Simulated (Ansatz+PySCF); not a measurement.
Results of a calculation; reference values are marked as such.
Several solutions for singlet CO

| atom | x (Å) | y (Å) | z (Å) |
| --- | --- | --- | --- |
| C | 0.0000 | 0.0000 | -1.4182 |
| O | 0.0000 | 0.0000 | 1.0636 |

Basis set: STO-3G (spherical functions). Charge 0, multiplicity 1.

PBE0 (unrestricted) was run from several starts with Ansatz (development build ahead of 0.2.0) and PySCF 2.14.0.

```json
{"run": "A", "program": "Ansatz", "start": "atomic start, no search", "converged": "yes", "energy (hartree)": "-111.29264", "<S²>": "1.85"}
{"run": "B", "program": "Ansatz", "start": "stability test followed", "converged": "yes", "energy (hartree)": "-111.29264", "<S²>": "1.85"}
{"run": "C", "program": "PySCF", "start": "program defaults", "converged": "no", "energy (hartree)": "–", "<S²>": "–"}
{"run": "D", "program": "Ansatz", "start": "search for the lowest state", "converged": "yes", "energy (hartree)": "-111.29656", "<S²>": "1.98"}
```

Question: Which runs reached the lowest solution of this kind, and what is wrong with the others?

Answer: D reached the lowest solution found. Converged but too high: A by 0.11 eV, B by 0.11 eV. Convergence only shows a stationary point, and even a stable one can lie too high; stability tests and further starts are what find lower ones. Not converged: C. Caution: the unrestricted determinant is a mixture of spin states.
